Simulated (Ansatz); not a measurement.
## Isomers

Structures of CH$_{4}$SSi, singlet, relaxed at PBE0-D4/def2-TZVP (vibrations not checked; lower isomers may exist, and structures with a doubtful reference or unclear bonds are left out). Ansatz 0.2.0; basis: def2-TZVPP; cores frozen in the correlated methods. B3LYP uses VWN-RPA correlation.

**Question.** Rank them by CCSD(T) energy, lowest first, and give each one's height above the lowest. Links in brackets join atoms within 1.22 times the sum of their covalent radii (1.1 for two metals). (To be estimated.)
A.
CH₄SSi ([CH3][SiH][S])
```
7
angstrom
C -0.6353 0.5345 -0.2647
Si 0.7212 -0.5849 0.3181
S 1.2963 -2.2540 -0.4903
H -1.3898 0.6405 0.5213
H -0.2328 1.5335 -0.4599
H -1.1054 0.1488 -1.1689
H 1.3458 -0.0183 1.5444
```
B.
CH₄SSi ([CH2]1[SiH][SH]1)
```
7
angstrom
C -0.6596 -0.1645 -0.4968
Si 0.7860 0.5247 0.5622
S -0.7799 -1.2242 0.9950
H -0.5387 -0.7649 -1.3939
H -1.5740 0.4247 -0.5338
H -0.0132 -2.2328 0.5537
H 1.7656 -0.5223 0.0363
```
C.
CH₄SSi ([CH2][SiH][SH])
```
7
angstrom
C -0.8877 0.2871 -0.7803
Si 0.1031 0.3577 0.5920
S 1.7212 -0.9155 1.0530
H -0.7769 -0.4425 -1.5723
H -1.6907 1.0060 -0.8973
H -0.0458 1.3512 1.6729
H 1.5767 -1.6441 -0.0679
```
D.
CH₄SSi ([CH2]1[SiH2][S]1)
```
7
angstrom
C 0.6603 0.1523 0.4859
Si -0.7650 -0.0813 -0.6532
S -0.3421 -1.3465 0.9501
H -0.5199 -0.5668 -2.0283
H -1.9258 0.8296 -0.5556
H 0.6301 0.9361 1.2366
H 1.6645 -0.0913 0.1530
```

**Answer.** By the calculation: A (0.0 kJ/mol), D (68.6 kJ/mol), C (118.6 kJ/mol), B (195.3 kJ/mol). Heights count from the lowest.

**Question.** Do PBE-D4, r2SCAN-D4, PBE0-D4, B3LYP-D4, wB97M-V, HF, MP2 give the same order? (A judgement: the text doesn't fix the answer.)

**Answer.** The calculation gives: All do.

The T1 diagnostic stays at or below 0.016.

For scale, one of the runs: CCSD(T)/def2-TZVPP, 171 basis functions, launched by `ansatz run in.yaml --threads 2 --pin off --events-out ev --progress --plain --max-ram 4352MiB`. Time: 25 s of wall clock on 2 CPU threads of an Arm Neoverse V1; the host was shared. Peak host memory: 1.3 GiB.
